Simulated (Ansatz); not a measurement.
Relaxation of H4NPSi (7 atoms, charge 0, multiplicity 1), to a largest force component of 0.02 eV/Å in at most 50 steps.

The calculation used UKS r2SCAN-D4/def2-SVP in Ansatz.

```xyz
7
Properties=species:S:1:pos:R:3:forces:R:3
N -0.657 -0.690 0.159 -7.59 -0.59 -2.78
Si -0.576 0.967 0.055 0.49 3.53 0.11
P 0.683 -1.221 0.656 7.65 -2.28 3.75
H -0.975 -1.066 -0.710 -1.06 -0.60 -0.63
H 0.348 1.379 -1.046 0.20 0.15 -0.02
H -0.282 1.657 1.342 -0.02 -0.16 0.04
H 1.521 -1.093 -0.502 0.32 -0.05 -0.48
```

Q: Where does it end, and by what steps?

A: The run converged. After 15 steps the energy has fallen by 2.260 eV; Si2 moved furthest, 0.55 Å.

```tsv
step	energy less start (eV)	largest force component (eV/Å)	accepted
0	0.0000	7.653	yes
1	-0.7930	4.069	yes
2	-1.2636	1.233	yes
3	-1.4350	1.484	yes
4	-1.7267	1.284	yes
5	-2.0242	1.028	yes
6	-2.1414	0.945	yes
7	-2.1690	0.687	yes
8	-2.2400	0.337	yes
9	-2.2501	0.143	yes
10	-2.2524	0.419	yes
11	-2.2573	0.153	yes
12	-2.2519	0.213	no
13	-2.2593	0.029	yes
14	-2.2595	0.035	yes
15	-2.2597	0.008	yes
```

```xyz
7
Properties=species:S:1:pos:R:3
N -0.794 -0.715 0.074
Si -0.062 0.836 0.209
P 0.848 -1.142 0.655
H -1.320 -1.227 -0.628
H 0.381 1.560 -1.017
H -0.594 1.749 1.252
H 1.603 -1.128 -0.590
```

The run took 110 s on 2 threads of Arm Neoverse N1, on a shared host, peak memory 0.2 GiB.
